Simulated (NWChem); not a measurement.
**Atomisation of difluoromethane (CH2F2)**

```
C
F 1 1.3598
F 1 1.3598 2 109.50
H 1 1.1155 2 108.93 3 -119.04
H 1 1.1155 4 111.59 2 120.31
```
Charge 0, spin multiplicity 1.

Everything below was run with NWChem. The geometry was optimised at PBE/def2-SVP, a minimum by its harmonic frequencies.

Basis set: def2-TZVP. The atomisation energy is electronic alone: no zero-point, thermal, spin-orbit or counterpoise terms. No value is extrapolated to the basis-set limit. Free atoms are single determinants with multiplicities F 2, C 3, H 2. Correlated methods freeze the same cores in atoms and molecule, 3 orbitals in all.

```tsv
method	atomisation energy (kcal/mol)	relative cost
LDA (SVWN5)	516.3	1
HF	307.4	under 3
BHandHLYP	413.3	under 3
B3LYP	433.5	under 3
PBE	450.5	under 3
PBE0	435.4	under 3
TPSS	440.9	under 3
MP2	434.9	under 3
CAM-B3LYP	438.6	10
CCSD(T)	421.9	30
```

The values span 208.9 kcal/mol, from HF (lowest) to LDA (SVWN5) (highest). Relative cost: rough, from shared machines, SCF included, LDA (SVWN5) = 1. Costs are the molecule's.

B3LYP has NWChem's definition, with VWN1-RPA local correlation. GW and range-separated runs recompute their integrals, the others keep them in memory, which bears on the times. The stability of the SCF solutions was not checked. Open-shell Hartree-Fock references start from PBE0 orbitals; any time given for them includes that run. Coupled-cluster values serve here as a point of comparison, not as the truth.
